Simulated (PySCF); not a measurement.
# MgAl−: bond curves at several levels of theory

The task here is to estimate one member of a computed series from the others.

Method: Mg aug-pcseg-1, Al aug-pcseg-1, no relativity; program: PySCF 2.14.0.

3 further runs of the same task are left out: 3 set aside as unsound or not needed.

Set-up of the first run:

The job is set up so:

- atoms: Mg, Al
- charge: -1
- basis: Mg aug-pcseg-1, Al aug-pcseg-1
- Hamiltonian: no relativity
- basis functions: 41
- electrons treated: 26
- masses in u: 23.9850, 26.9815
- levels: PBE0, PBE, r²SCAN, M06, B3LYP, BP86, HF, MP2, SCS-MP2, CCSD, CCSD(T)
- grid: 80 radial by 434 angular points
- occupations: held fixed by the projection of orbital angular momentum
- dissociation limit: Mg + Al−, each in its ground configuration
- starting distance in angstrom: 2.650
- values of 2S to try: 0, 2

Started as:

```
$ OMP_NUM_THREADS=1 python dia.py task.json out
```

Among the steps run: The job; First curve: PBE0; PBE (GGA); r²SCAN (meta-GGA); M06 (hybrid meta-GGA); B3LYP (global hybrid GGA); BP86 (GGA); ROHF; Correlated methods on the Hartree–Fock reference.

One table of the session follows, with a row left open; its other results are not shown here.

It belongs to the step «Constants by level of theory». 

```
       level  Re (Å)  ωe (cm⁻¹)  De (eV)
        ROHF   3.151      114.7    0.261
    ROHF-MP2   2.823      207.9     0.61
ROHF-SCS-MP2   2.861      188.9     0.51
   ROHF-CCSD       ?          ?        ?
ROHF-CCSD(T)   2.863      197.9     0.56
         PBE   2.773      237.0     0.98
        BP86   2.783      230.7     0.90
      r²SCAN   2.752      247.7     1.05
       B3LYP   2.823      208.0     0.66
        PBE0   2.777      233.3     0.91
         M06   2.753      227.6     0.80
```

Estimate the missing values for ROHF-CCSD.

**Answer.** Re (Å): 2.908; ωe (cm⁻¹): 178.6; De (eV): 0.476. In the column «Re (Å)» it lies between ROHF-CCSD(T) (2.863) and ROHF (3.151).

De is counted to Mg + Al− in their ground configurations.
